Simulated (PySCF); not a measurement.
# Functional benchmark on one molecule

Molecule: `C[PH](C)=O`, C$_{2}$H$_{7}$OP.

Cartesian coordinates in Å; atom numbers follow the order of the lines, from 1:
```xyz
11

C    -1.3996    0.3260    0.2732
P     0.3449    0.7003   -0.0601
C     1.1613   -0.9147   -0.2021
O     0.9807    1.6501    0.9022
H    -1.8275   -0.3420   -0.4891
H    -1.9620    1.2704    0.2938
H    -1.4774   -0.1450    1.2644
H     0.3034    1.1346   -1.4233
H     2.2121   -0.7555   -0.4829
H     1.1363   -1.4119    0.7791
H     0.6728   -1.5540   -0.9527
```

Geometry PBE0-D3(BJ)/def2-SVP throughout; GIAO in PySCF 2.14.0 with density-fitted response routines, gas phase, one conformer, non-relativistic; equivalent atoms averaged; basis pcSseg-2.

Reference values (measured; solution, CH3OH; S. K. Latypov et al., Phys. Chem. Chem. Phys. 2015 (author manuscript)): δ(P2) = 20.5 ppm vs 85 % H3PO4. Computed shifts are taken against H3PO4, calculated as an isolated molecule at each level.

**Question.** How do the functionals WP04, B97-2, BHandHLYP, CAM-B3LYP, wB97X-D, LC-wPBE perform against the reference? Times are CPU seconds on 1 thread of an Arm Neoverse V1, shared host.

**Answer.** 
```
functional                    kind     P2  abs. error P  core-s
      WP04           global hybrid    2.1          18.4      34
     B97-2           global hybrid   -9.4          29.9      27
 BHandHLYP           global hybrid   -4.1          24.6      29
 CAM-B3LYP  range-separated hybrid   -9.2          29.7      44
   wB97X-D  range-separated hybrid  -12.5          33.0      41
   LC-wPBE  range-separated hybrid  -19.3          39.8      55
```

For ³¹P the closest is WP04 (18.4 ppm) and the furthest LC-wPBE (39.8 ppm). One molecule is a small sample, and vibrational and solvent effects are absent from the calculation.
